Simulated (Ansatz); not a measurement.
We consider hcp Sc, described by PBEsol (PAW; Ansatz, a program for electronic structure).

Numerical settings: plane-wave cutoff 500 eV, 30×30×14 k mesh (along the axes of the cell as run), Fermi–Dirac smearing 0.1 eV, scalar-relativistic PAW data made under PBE.

Computed at the level's own relaxed cell.

Question: What does this level give for the volume per atom, lattice parameter a and lattice parameter c?

Answer: 
- volume per atom = 23.72 Å³/atom
- lattice parameter a = 3.275 Å
- lattice parameter c = 5.106 Å

Measured, for comparison: lattice constant a 3.309 Å, lattice parameter c 5.268 Å (293 K, not corrected to a static lattice; as tabulated in Wikipedia's data pages). Computed (rounded) less measured: lattice constant a -1.0 %, lattice parameter c -3.1 %. A static lattice is as a rule a little smaller and stiffer than an uncorrected measurement, which narrows the difference in the lattice constant a and would widen misses of the other sign.

It cost roughly 3 core-minutes of CPU time.
